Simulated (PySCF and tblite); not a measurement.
The numbers below are computed, except where a source is named.
C₄H₈O, numbered as in [OH:1][CH2:2][CH:3]1[CH2:4][CH2:5]1.

Geometries GFN2-xTB; weights from TPSS-D3(BJ)/def2-TZVP (IEF-PCM, dichloromethane) energies and GFN2-xTB thermal corrections, with symmetry numbers and mirror pairs. Conformers within 2.5 kcal/mol (GFN2-xTB free energy) were kept, 4 at most. Couplings: B3LYP/6-31G* with pcJ-1 on H (gas phase; spin-dipole term only for pairs with B, N, F, Si or P). Couplings are for ¹H. H–H couplings come out 0.1 to 0.9 Hz lower than with pcJ-1 on all atoms. Of two unlike H on one atom, a is the less shielded (PBE0/pcSseg-1 (IEF-PCM, dichloromethane)). Codes: tblite and PySCF.

Torsions listed: H1–O1–C2–C3, O1–C2–C3–C4. Of a mirror pair one member is shown.

```tsv
conformer	shape	weight %
1	54°, -157°	59.5
2	-54°, -149°	22.8
3	180°, -161°	14.5
4	-58°, -29°	3.2
```

Problem. Give the couplings in each conformer and the averages at 298.15 K (pairs that fast motion interchanges averaged).

Solution. 
```csv
coupling,pairs,1,2,3,4,average (Hz)
"³J(H1,H2)",2,8.2,7.8,1.2,8.7,7.1
"²J(H2,H2)",1,-11.7,-11.9,-8.1,-11.9,-11.2
"³J(H2,H3)",2,6.5,7.0,6.1,1.9,6.4
"³J(H3,H4b)",2,4.5,4.2,4.5,5.0,4.5
"³J(H3,H4a)",2,9.1,8.9,9.2,9.6,9.1
"²J(H4b,H4a)",2,-6.5,-6.7,-6.7,-7.0,-6.6
"³J(H4b,H5a)",2,5.1,5.4,5.4,5.5,5.2
"³J(H4b,H5b)",1,10.4,10.3,10.3,10.6,10.4
"³J(H4a,H5a)",1,9.6,9.7,9.7,10.1,9.7
```

For its torsions the set is small; conformers may be missing.
